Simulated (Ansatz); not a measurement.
Antimony, A7 rhombohedral: convergence with Gaussian smearing

Computed with Ansatz, PBE, scalar-relativistic PAW, on the relaxed cell (a = 4.376 Å, c = 11.530 Å (c/a = 2.635); spin not included). Errors count from a run at 420 eV on a Γ-centred 14×14×14 mesh with Fermi-Dirac smearing of 0.1 eV, extrapolated to zero width. Fixed here: cutoff 420 eV, mesh 9×9×9. The SCF starts from atomic densities corrected by a trained network.

```csv
width (eV),E(σ→0) error (meV/atom),F error (meV/atom),P (GPa),SCF iterations
0.01,-4.6,-4.6,0.03,6
0.03,-4.6,-4.6,0.03,6
0.1,-4.5,-4.6,0.02,6
0.3,-3.6,-6.5,0.00,7
0.6,4.2,-20.7,0.03,6
1.0,25.0,-77.7,0.35,7
```

Problem. What does the run at 0.2 give (width)?

Solution. E(σ→0) error (meV/atom): -4.4; F error (meV/atom): -5.2; P (GPa): 0.01; SCF iterations: 7.
